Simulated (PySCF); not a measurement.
Species: C₆H₁₀.
Numbering: `[CH3:1][CH2:2][C@@H:3]1[C@H:4]2[CH2:5][C@@H:6]12` (hydrogens: H7, H8, H9 on C1; H10, H11 on C2; H12 on C3; H13 on C4; H14, H15 on C5; H16 on C6)

Geometry (PBE0-D3(BJ)/def2-SVP, Å), atoms numbered from 1 in this order:
```xyz
16
C6H10 angstrom
C     -1.7578   -0.5415    1.4178
C     -1.2858   -0.6637   -0.0241
C     -0.0478    0.1511   -0.3085
C      0.8688   -0.2527   -1.4170
C      2.1132    0.4104   -0.9318
C      1.2975   -0.4330   -0.0126
H     -1.9724    0.5074    1.6774
H     -2.6766   -1.1216    1.5931
H     -0.9907   -0.9031    2.1204
H     -1.0845   -1.7214   -0.2677
H     -2.0912   -0.3406   -0.7060
H     -0.1723    1.2337   -0.1287
H      0.7244   -0.9865   -2.2091
H      3.0640   -0.0110   -1.2765
H      2.1262    1.5029   -0.7953
H      1.5606   -1.3387    0.5328
```

Theory: core-valence-separated Tamm–Dancoff BHandHLYP/aug-pcX-1 (pcseg-1 on H) in PySCF, non-relativistic, gas phase, PBE0-D3(BJ)/def2-SVP geometry. BHandHLYP without relativity tends to put these K edges a few eV too low, so spacings mean more than positions.

The lowest roots of each edge with f over 0.003 (five at most, numbered afresh; weaker and dark ones are left out), with transition dipoles (au) in the frame of the coordinates:

| root | edge | E (eV) | μx | μy | μz |
| --- | --- | --- | --- | --- | --- |
| 1 | C | 285.23 | 0.0158 | 0.0001 | -0.0302 |
| 2 | C | 285.55 | -0.0234 | -0.0248 | -0.0315 |
| 3 | C | 285.97 | -0.0216 | -0.0050 | -0.0751 |
| 4 | C | 285.98 | -0.0068 | 0.0700 | -0.0082 |
| 5 | C | 285.97 | -0.0137 | -0.0516 | -0.0043 |

Q: What are the oscillator strengths?

A: f = (2/3) ΔE |μ|², with ΔE in hartree (27.2114 eV):

```json
{"root": "1", "ΔE (Eh)": "10.4821", "|μ|² (au)": "0.001162", "f": "0.008", "core hole on": "C1"}
{"root": "2", "ΔE (Eh)": "10.4938", "|μ|² (au)": "0.002155", "f": "0.015", "core hole on": "C2"}
{"root": "3", "ΔE (Eh)": "10.5091", "|μ|² (au)": "0.006132", "f": "0.043", "core hole on": "C4/C6"}
{"root": "4", "ΔE (Eh)": "10.5095", "|μ|² (au)": "0.005013", "f": "0.035", "core hole on": "C4/C6"}
{"root": "5", "ΔE (Eh)": "10.5094", "|μ|² (au)": "0.002869", "f": "0.020", "core hole on": "C1"}
```

Q: Molecules are fixed in this frame and the field points along z. What effective strengths 3 f cos²θ do the roots have (θ between field and μ)?

A: root 1 (C1): 0.019, root 2 (C2): 0.021, root 3 (C4/C6): 0.119, root 4 (C4/C6): 0.001, root 5 (C1): 0.000. Root 3 is the strongest. Averaged over all orientations cos²θ is 1/3, which gives f back. For degenerate partners only the sum has meaning, as the program may mix them freely.

One conformer stands for the species.
